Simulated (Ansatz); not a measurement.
# BFH₃Si− (SMILES B[SiH-]F): a rigid scan of the angle H5–B1–Si2

The task here is to estimate one member of a computed series from the others.

Method: single points in def2-TZVPPD; program: Ansatz 0.2.0, Gaussian basis.

Levels: PBE-D4, r2SCAN-D4, PBE0-D4, B3LYP-D4, wB97M-V, Hartree-Fock, MP2, CCSD, CCSD(T). The scan takes 101.6, 107.6, 113.6, 119.6, 125.6, 131.6, 137.6, 143.6, 149.6°.

Cores are frozen in the correlated methods. B3LYP uses VWN-RPA correlation.

35 further runs of the same task are left out: 35 set aside as unsound or not needed.

### The system as given

The minimum, relaxed at PBE0-D4: SMILES `B[SiH-]F`, 6 atoms, charge -1, spin multiplicity 1.

Atoms are counted from 1 here; the program's logs count them from 0.

Bond lengths: B1–Si2 1.843 Å, B1–H4 1.211 Å, B1–H5 1.206 Å, Si2–F3 1.654 Å, Si2–H6 1.499 Å. Angles: Si2–B1–H4 113.6°, Si2–B1–H5 125.6°, H4–B1–H5 120.2°, B1–Si2–F3 127.0°, B1–Si2–H6 128.3°, F3–Si2–H6 102.4°.

Coordinates:

```xyz
6
charge -1, multiplicity 1
B     0.3447   -0.4857   -0.8595
Si   -0.3328    0.3744    0.6228
F    -0.0912    1.9525    1.0555
H     0.0590   -1.6612   -0.9101
H     0.8739    0.0504   -1.8009
H    -0.8536   -0.2304    1.8922
```

Energies of the minimum (eV), from earlier single points: PBE-D4 -11314.75791, r2SCAN-D4 -11320.17866, PBE0-D4 -11315.58066, B3LYP-D4 -11323.57094, wB97M-V -11320.65720, CCSD(T) -11304.37249.

At the minimum the angle H5–B1–Si2 is 125.6°.

The first run:

ccsdt-tzvppd/in.yaml reads:

```yaml
crystal:
  periodic: [false, false, false]
  atoms:
    - {symbol: B, position_ang: [0.344718, -0.485669, -0.859544]}
    - {symbol: Si, position_ang: [-0.332808, 0.374387, 0.622795]}
    - {symbol: F, position_ang: [-0.091189, 1.952517, 1.055482]}
    - {symbol: H, position_ang: [0.059038, -1.661154, -0.910060]}
    - {symbol: H, position_ang: [0.760526, 0.441231, -1.508648]}
    - {symbol: H, position_ang: [-0.853616, -0.230434, 1.892182]}
basis:
  gaussian: {orbitals: "def2-TZVPPD.json"}
total_charge: -1
correlation: {method: ccsd_t}
```

The basis file named in the input lies beside it (Basis Set Exchange, JSON).

No record of the launch command was kept for these runs.

Among the steps run: H5–B1–Si2 = 101.6°; H5–B1–Si2 = 107.6°; H5–B1–Si2 = 113.6°; H5–B1–Si2 = 119.6°; H5–B1–Si2 = 125.6°; H5–B1–Si2 = 131.6°; H5–B1–Si2 = 137.6°; H5–B1–Si2 = 143.6°; H5–B1–Si2 = 149.6°.

One of the session's tables, all rows but one given; the rest of the session is left out.

Energies less that of the minimum at the same level (kJ/mol):

```
      angle (°)  PBE-D4  PBE0-D4  B3LYP-D4  wB97M-V  Hartree-Fock
          101.6    25.8     27.7      28.9     28.2          36.7
          107.6    14.5     15.6      16.3     15.9          21.0
          113.6     6.5      6.9       7.3      7.1           9.7
          119.6       ?        ?         ?        ?             ?
125.6 (minimum)     0.0      0.0       0.0      0.0           0.0
          125.6     0.0      0.0       0.0      0.0           0.0
          131.6     1.7      1.8       1.8      1.8           1.7
          137.6     6.8      7.2       7.3      7.3           7.9
          143.6    15.2     16.1      16.5     16.4          18.5
          149.6    27.0     28.7      29.4     29.2          33.7
```

Estimate the missing values for angle (°) = 119.6.

**Answer.** PBE-D4: 1.6; PBE0-D4: 1.7; B3LYP-D4: 1.8; wB97M-V: 1.8; Hartree-Fock: 2.7.

Caveats from the session: A polynomial through the near points puts the CCSD(T) minimum at the PBE0-D4 value. The anion's highest level is positive in at least one run, so there the basis alone may hold the extra electron.
